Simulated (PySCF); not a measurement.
**OF₂: structure of the triplet**

Aim: relax OF₂ as a triplet from a bent start, check by its vibrations whether the end is a minimum, and collect its spectrum and constants.

The runs use PySCF 2.14.0; PBE0, basis O def2-TZVP, F def2-TZVP, no relativity, density fitting.

## Step 1: The starting structure

3 atoms, charge 0, spin multiplicity 3.

Bond lengths: O1–F2 1.270 Å, O1–F3 1.270 Å. Angles: F2–O1–F3 110.0°.

```xyz
3
charge 0 multiplicity 3
O     0.0000    0.0000    0.0000
F     1.0403    0.0000    0.7284
F    -1.0403    0.0000    0.7284
```

## Step 2: Finding the electronic state

The steps below are one call of a driver around PySCF. For each, scf.py gives the equivalent set-up of the SCF; relaxations use the driver's own optimiser. After this first run the driver tries any further starts and a stability analysis.

The input, scf.py:

```python
from pyscf import gto, scf, dft
mol = gto.M(atom='''
O      0.000000     0.000000     0.000000
F      1.040300     0.000000     0.728400
F     -1.040300     0.000000     0.728400''',
    basis={'O': 'def2-TZVP', 'F': 'def2-TZVP'},
    charge=0, spin=2)
mf = dft.UKS(mol, xc='PBE0')
mf.grids.atom_grid = (50, 194)
aux = {'O': 'def2-universal-JKFIT', 'F': 'def2-universal-JKFIT'}
mf = mf.density_fit(auxbasis=aux)
mf.conv_tol = 1e-08
mf.diis_space = 10
mf.max_cycle = 60
mf.init_guess = 'minao'
mf.verbose = 4
mf.kernel()
```

On the command line:

```sh
OMP_NUM_THREADS=4 python axn.py task.json out
```

After this run come: Bent start, triplet: relaxation; Vibrations and properties at this point; Leaving the saddle point; Is it a minimum? Harmonic modes.

Before running it: what results should come out? Wanted: minimum; geometry; wavenumbers; dipole moment; highest occupied, lowest empty level; polar-tensor charge of O1; zero-point energy; atomisation energy; ⟨S²⟩.

**Answer**, as computed:

```
                                          quantity                          value
                                           minimum                    triplet, Cs
                                          geometry                    O–F 1.311 Å
                                wavenumbers (cm⁻¹)  153 (a'), 321 (a'), 1183 (a')
                                     dipole moment                         2.03 D
highest occupied, lowest empty level (either spin)               -10.47, -5.79 eV
                         polar-tensor charge of O1                        +0.32 e
                                 zero-point energy                     9.9 kJ/mol
                               entropy at 298.15 K                277.8 J/(mol K)
         atomisation energy (no zero-point energy)                     261 kJ/mol
                                              ⟨S²⟩                          2.009
```

In words: The bent start (C2v) ends in a minimum of Cs symmetry, after a stop at a saddle point 34.2 kJ/mol higher, from which it was pushed off along an imaginary mode. In the infrared the band at 1183 cm⁻¹ (a') leads. Most of the spin sits on O1 (Mulliken spin 1.08, against 2 for the whole molecule). Other starts or spin states, not run here, may lie lower.
